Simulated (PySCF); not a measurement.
## Fluorine: a sound run and one with changed settings

Sound run: F [He] 2s2 2p5, F⁺ [He] 2s2 2p4. Calculation: PySCF 2.14, in def2-SVP (3s2p1d, 14 functions); the non-relativistic Hamiltonian (point nucleus). The sound run starts from symmetry-adapted Hartree-Fock orbitals and uses a fine grid where one is needed.

Changed run: initial guess atom, at most 5 SCF cycles. This setting is unsound on purpose.

| species | method | sound run (hartree) | changed run (hartree) | converged |
| --- | --- | --- | --- | --- |
| F | UHF | -99.28405 | -99.28405 | no |
| F | M06-L | -99.63117 | -99.63117 | no |
| F | PBE0 | -99.54906 | -99.54906 | no |
| F⁺ | UHF | -98.70445 | -98.70445 | no |
| F⁺ | M06-L | -98.98719 | -98.98719 | no |
| F⁺ | PBE0 | -98.91159 | -98.91159 | no |

The SCF was stopped early; the energies are upper bounds that still move, and correlated levels were skipped or rest on poor orbitals.
